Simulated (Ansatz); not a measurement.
# BNH₃ (doublet): the correlation ladder at distance B1–N2 = 3.709 Å, cc-pVDZ

Aim: climb from Hartree-Fock through coupled cluster and multireference methods for BNH₃ (doublet) at one geometry and basis, and see what each rung misses.

The runs use Ansatz 0.2.0, Gaussian basis; cc-pVDZ, core rule «outside noble gas», up to 2 orbitals frozen.

To be run: UHF; CCSD(T) on ROHF; CCSD(T) on UHF; BCCD(T) on ROHF; CISD; CCSDT(Q) on ROHF; CCSDT(Q) on UHF; CASSCF and MRCISD+Q, 3 electrons in 3 orbitals; CASSCF and NEVPT2, 3 electrons in 3 orbitals.

23 further runs of the same task are left out: 2 for a mislabelled method, 11 that didn't finish, 10 set aside as unsound or not needed.

**1. The geometry**

The geometry derives from a PBE0/def2-TZVP stationary point (not a proven minimum). One bond is set to the value named and the two fragments are kept rigid.

5 atoms, charge 0, spin multiplicity 2.

Atoms are counted from 1 here; the program's logs count them from 0.

Bond lengths: B1–H3 1.195 Å, N2–H4 1.011 Å, N2–H5 1.007 Å. Angles: H4–N2–H5 113.1°.

**2. UHF**

in.yaml reads:

```yaml
crystal:
  periodic: [false, false, false]
  atoms:
    - {symbol: B, position_ang: [0.000000, -0.421535, 2.108415]}
    - {symbol: N, position_ang: [0.000000, 0.245735, -1.540068]}
    - {symbol: H, position_ang: [0.000000, 0.416087, 2.961134]}
    - {symbol: H, position_ang: [0.000000, 1.174054, -1.940280]}
    - {symbol: H, position_ang: [0.000000, -0.483655, -2.234026]}
basis:
  gaussian: {orbitals: cc-pVDZ}
magnetization: {spin_polarized: true, initial_magnetization: 1}
hamiltonian: {xc: hf}
output: {orbitals: {seedname: orbitals}}
```

Started as:

```sh
$ ansatz run in.yaml --threads 1 --pin off --events-out ev --progress --plain --max-ram 2393MiB
```

The runs that follow: CCSD(T) on ROHF; CCSD(T) on UHF; BCCD(T) on ROHF; CISD; CCSDT(Q) on ROHF; CCSDT(Q) on UHF; CASSCF and MRCISD+Q, 3 electrons in 3 orbitals; CASSCF and NEVPT2, 3 electrons in 3 orbitals.

Before running them: what should the planned runs give, taken together? Wanted: UCCSDT(Q) below the RHF energy; RMP2 from UCCSDT(Q); UMP2 from UCCSDT(Q); RCCSD from UCCSDT(Q); RCCSD(T) from UCCSDT(Q); UCCSD(T) from UCCSDT(Q); RCCSDT(Q) from UCCSDT(Q); NEVPT2 pair from UCCSDT(Q); MRCISD+Q pair from UCCSDT(Q).

**Answer**, as computed:

```
                         quantity                                                   value
   UCCSDT(Q) below the RHF energy                                              -7.0534 eV
              RMP2 from UCCSDT(Q)                                             +1399.4 meV
              UMP2 from UCCSDT(Q)                                             +1525.5 meV
             RCCSD from UCCSDT(Q)                                              +136.7 meV
          RCCSD(T) from UCCSDT(Q)                                               +27.7 meV
          UCCSD(T) from UCCSDT(Q)                                               +30.3 meV
         RCCSDT(Q) from UCCSDT(Q)                                                -0.1 meV
       NEVPT2 pair from UCCSDT(Q)                                             +1254.6 meV
     MRCISD+Q pair from UCCSDT(Q)                                               +56.5 meV
levels within 1 kcal/mol (43 meV)  RCCSD(T), UCCSD(T), BCCD(T), RCCSDT, UCCSDT, RCCSDT(Q)
                    T1 diagnostic                                                   0.013
```

**Reading.** RCCSD(T) lands +27.7 meV from the yardstick (0.4 % of the correlation energy). Of the multireference levels listed MRCISD+Q pair comes nearest in total energy (+56.5 meV), which doesn't show that its space is the better one. Coupled cluster took another determinant than the lowest Hartree-Fock one. These misses are within one basis, not against nature; the frozen cores of restricted and unrestricted runs differ, which can shift their rows.
